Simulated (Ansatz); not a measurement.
A nudged elastic band was laid between two geometries of AlH3O (5 atoms, charge 0, multiplicity 1).

Theory: RKS PBE-D4/def2-SVPD (Ansatz).

| Property | Result |
| --- | --- |
| movable images | 7 |
| climbing image | yes |
| spring | 5.0 eV/Å² |
| optimiser | quadratic models (default) |
| start path | through a guess of the saddle point |
| force threshold | 0.03 eV/Å |
| iteration limit | 60 |
| end points | relaxed |

Initial state:

```xyz
5
Properties=species:S:1:pos:R:3
Al 0.477 -0.004 0.041
O 0.743 -0.155 1.751
H 0.020 -0.245 2.391
H 1.797 0.132 -0.830
H -1.011 -0.009 -0.535
```

Final state:

```xyz
5
Properties=species:S:1:pos:R:3
Al -0.056 0.073 -0.988
O 0.991 -0.075 0.921
H 0.532 -0.160 1.776
H 1.951 -0.039 1.069
H -1.392 -0.081 0.039
```

(1) Which bonds break or form, and what moves?

(2) What energy profile does the band end with?

(3) What is the geometry of the highest image?

Answers

(1) Bonds broken: Al1–H4. Bonds formed: O2–H4.

(2) It converged. The highest image is number 5 of 0 to 8, 270.2 kJ/mol above the first end and 84.3 kJ/mol above the last; the last end lies 185.9 kJ/mol above the first. The profile has 2 maxima (images 1, 5) with wells between them (image 2): this band takes more than one step, which may be the mechanism or a detour left from its start path. Neighbouring images differ by up to 1.3 eV, so the band resolves the path poorly. A vibrational analysis at the climbing image gives one clearly imaginary mode, 1330i cm⁻¹: a first-order saddle point. The orbitals stay closed-shell, which can raise the energy where a bond breaks towards radicals; this wasn't checked here.

```csv
image,path coordinate (Å),energy (kJ/mol),Al1–H4 (Å),O2–H4 (Å)
0,0.00,0.0,1.59,2.80
1,0.62,14.1,1.59,2.82
2,1.23,2.1,1.60,2.95
3,1.85,23.9,1.59,2.62
4,2.47,142.3,1.59,1.98
5,3.08,270.2,1.75,1.32
6,3.55,210.1,2.16,1.00
7,4.03,190.1,2.63,0.97
8,4.50,185.9,2.88,0.97
```

(3) 
```xyz
5
Properties=species:S:1:pos:R:3
Al 0.205 0.101 -0.480
O 0.858 0.168 1.333
H 0.692 -0.382 2.131
H 1.696 -0.184 0.382
H -1.425 0.015 -0.548
```

The run took 71 s on 2 threads of Arm Neoverse V1, with other jobs on the host, peak memory 0.14 GiB.
